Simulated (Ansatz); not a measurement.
System: hcp Co. Method: PBE0 in Ansatz (plane waves, PAW).

Run with plane-wave cutoff 460 eV, 12×12×8 k mesh (along the axes of the cell as run), Fermi–Dirac smearing 0.05 eV, spin-polarised with parallel moments, scalar-relativistic PAW data made under PBE.

Cell (measured lattice):

```
CELL_PARAMETERS angstrom
      1.25355    -2.17121     0.00000
      1.25355     2.17121     0.00000
      0.00000     0.00000     4.07000
ATOMIC_POSITIONS crystal
  Co 0.33333 0.66667 0.25000
  Co 0.66667 0.33333 0.75000
```
Starting moments (μB, in the order of the record's atoms Co Co): 1.8 1.8.

Q: Estimate the magnetic moment per atom (the cell's total over its atoms) that the calculation returns.

A: 
* **magnetic moment per atom (the cell's total over its atoms)**: 1.89 μB

Note: the run warned that the count of filled bands differs between k points; cell and atoms aren't relaxed at this level (pressure -5.7 GPa).

Moments are spin moments.

Ansatz is a first-principles code.
